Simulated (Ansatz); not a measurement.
CH4AlF, SMILES [CH3][AlH][F]: a ladder of basis sets, run with the Ansatz DFT code, driven from Python.

`ch4alf_basis.py`:
```python
"""Basis-set convergence for CH4AlF."""

import ansatz as az
from ase import Atoms


def main() -> None:
    atoms = Atoms(["C", "Al", "F", "H", "H", "H", "H"], positions=[
        (-0.6699, 0.5102, -0.2355),
        (0.8144, -0.6218, 0.2273),
        (0.6936, -1.6745, 1.6693),
        (-0.3141, 1.6249, -0.2499),
        (-1.5286, 0.4127, 0.4784),
        (-1.0916, 0.3005, -1.2578),
        (2.1574, -0.62, -0.6774),
    ])
    ch4alf = az.Crystal.molecule_from_ase(atoms)

    calc = ch4alf.calculation().functional("HF")

    energies = {}
    for basis in ["STO-3G", "6-31G", "6-31G*", "def2-SVP", "def2-SVPD", "def2-TZVP", "def2-TZVPP"]:
        r = calc.basis(gaussian=basis).run(threads=1).report
        size = r["n_frozen"] + r["n_occupied"][0] + r["n_virtual"][0]
        energies[basis] = (r["reference_energy_ev"] / 27.211386246, r["free_energy_ev"] / 27.211386246)
        print(f"{basis:14s} {size:4d} orbitals  reference {energies[basis][0]:14.6f} Ha  total {energies[basis][1]:14.6f} Ha")

    last = energies["def2-TZVPP"][1]
    for basis, (_, total) in energies.items():
        print(f"{basis:14s} lies {27.211386 * (total - last):9.4f} eV above def2-TZVPP")


if __name__ == "__main__":
    main()
```

How far does the total energy move along this ladder of basis sets?

Against STO-3G: 6-31G -4737.7 mHa, 6-31G* -4791.5 mHa, def2-SVP -4624.1 mHa, def2-SVPD -4637.0 mHa, def2-TZVP -4879.0 mHa and def2-TZVPP -4880.4 mHa. The last step alone is -1.39 mHa (these two sets differ little on atoms other than hydrogen).

The run itself:

```console
$ python ch4alf_basis.py
STO-3G           23 orbitals  reference    -376.803690 Ha  total    -376.803690 Ha
6-31G            39 orbitals  reference    -381.541350 Ha  total    -381.541350 Ha
6-31G*           57 orbitals  reference    -381.595210 Ha  total    -381.595210 Ha
def2-SVP         66 orbitals  reference    -381.427840 Ha  total    -381.427840 Ha
def2-SVPD        99 orbitals  reference    -381.440737 Ha  total    -381.440737 Ha
def2-TZVP       123 orbitals  reference    -381.682716 Ha  total    -381.682716 Ha
def2-TZVPP      160 orbitals  reference    -381.684105 Ha  total    -381.684105 Ha
STO-3G         lies  132.8028 eV above def2-TZVPP
6-31G          lies    3.8845 eV above def2-TZVPP
6-31G*         lies    2.4189 eV above def2-TZVPP
def2-SVP       lies    6.9733 eV above def2-TZVPP
def2-SVPD      lies    6.6224 eV above def2-TZVPP
def2-TZVP      lies    0.0378 eV above def2-TZVPP
def2-TZVPP     lies    0.0000 eV above def2-TZVPP
```

Reading the output:
- The drop along the ladder measures the basis error, and is no property of the molecule.
- The geometry is a force-field or estimated start, not a minimum of this method, and the last set is no limit. Much of the fall in a total is atomic energy, which cancels in bond and reaction energies.
- Totals across families of basis sets mostly measure their core functions.
- Run time: 4.3 s on 1 thread of Arm Neoverse V1, on a shared host, peak memory 0.33 GiB.

(Lines on the test bed's own set-up are left out of the output.)
